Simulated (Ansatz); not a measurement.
# AlH3O2: the cost of one run

Program: Ansatz 0.2.0, driven from Python. The levels of theory stand in the script. These are calculated values, not measurements.

## 1. Starting point

Bond lengths: O1–Al2 1.815 Å, Al2–O3 1.813 Å, O1–H4 1.003 Å, Al2–H5 1.609 Å, O3–H6 1.003 Å. Angles: O1–Al2–O3 118.9°, O1–Al2–H5 120.3°, O3–Al2–H5 120.8°, Al2–O1–H4 99.5°, Al2–O3–H6 105.1°.

The script holds or builds the structure itself.

## 2. The script

File composite_alh3o2.py:

```python
"""A composite energy for AlH3O2: DFT geometry, MP2 basis limit, coupled-cluster correction."""

import itertools

import ansatz
from ase.data import atomic_numbers, covalent_radii
import numpy as np

geometry = (
    ansatz.Crystal.molecule()
    .atom("O", (-1.2356, -0.8777, -0.6936))
    .atom("Al", (0.1634, 0.2016, -0.2778))
    .atom("O", (0.7567, 0.2442, 1.4346))
    .atom("H", (-1.9889, -0.2262, -0.5721))
    .atom("H", (0.8905, 1.0668, -1.4231))
    .atom("H", (1.456, -0.4726, 1.4858))
)

job = (
    geometry.calculation()
    .basis(gaussian="def2-SVP")
    .functional("pbe0", dispersion="d3bj")
    .scf(lower_state_search="off")
)
symbols = [site.symbol for site in geometry.cartesian_sites]
start = np.array([site.position_ang for site in geometry.cartesian_sites], dtype=float)
rep = job.relax(force_tolerance=0.01).run(threads=1).report
end = np.array(rep["positions_ang"])
# pairs closer than 1.2 times the sum of covalent radii, before or after
radius = [covalent_radii[atomic_numbers[s]] for s in symbols]
span = lambda where, i, j: np.linalg.norm(where[i] - where[j])
bonded = [(i, j) for i, j in itertools.combinations(range(len(symbols)), 2) if min(span(start, i, j), span(end, i, j)) < 1.2 * (radius[i] + radius[j])]
print("pair        before    after (A)")
for i, j in bonded:
    print(f"{symbols[i]}{i}-{symbols[j]}{j}".ljust(10), f"{span(start, i, j):8.4f} {span(end, i, j):8.4f}")

minimum = ansatz.Crystal.molecule()
for symbol, place in zip(symbols, end):
    minimum = minimum.atom(symbol, place.tolist())
at_minimum = minimum.calculation()
# MP2 extrapolated to the basis limit, plus the small-basis difference CCSD(T) - MP2
level = lambda method, basis: at_minimum.basis(gaussian=basis).correlation(method).run(threads=1).report
small, large, cluster = level("mp2", "cc-pVDZ"), level("mp2", "cc-pVTZ"), level("ccsd_t", "cc-pVDZ")
corr = lambda each: (each["free_energy_ev"] - each["reference_energy_ev"]) / 27.211386246
mp2_limit = (27 * corr(large) - 8 * corr(small)) / 19
pieces = {"HF / cc-pVTZ": large["reference_energy_ev"] / 27.211386246, "MP2 correlation, DZ-TZ limit": mp2_limit, "CCSD(T) - MP2 / cc-pVDZ": corr(cluster) - corr(small)}
for name, value in pieces.items():
    print(f"{name:32s} {value:14.6f} Ha")
print(f"{'sum':32s} {sum(pieces.values()):14.6f} Ha")
print("T1 diagnostic", round(cluster["correlation"]["coupled_cluster"]["t1_diagnostic"], 4))
```

## 3. What the engine is handed

The package turns the script's settings into the engine's input (first run):

```yaml
crystal:
  periodic: [false, false, false]
  atoms:
    - { symbol: O, position_ang: [-1.2356, -0.8777, -0.6936] }
    - { symbol: Al, position_ang: [0.1634, 0.2016, -0.2778] }
    - { symbol: O, position_ang: [0.7567, 0.2442, 1.4346] }
    - { symbol: H, position_ang: [-1.9889, -0.2262, -0.5721] }
    - { symbol: H, position_ang: [0.8905, 1.0668, -1.4231] }
    - { symbol: H, position_ang: [1.456, -0.4726, 1.4858] }
basis:
  gaussian:
    orbitals: def2-SVP
hamiltonian:
  xc: pbe0
  dispersion: d3bj
scf:
  lower_state_search: "off"
relax:
  f_tol: 0.01
```

## 4. The run

Run with:

```sh
$ python composite_alh3o2.py
```

What time and memory should one allow on 1 thread of Arm Neoverse V2, shared host?

About 11 s, with a peak of 0.27 GiB.
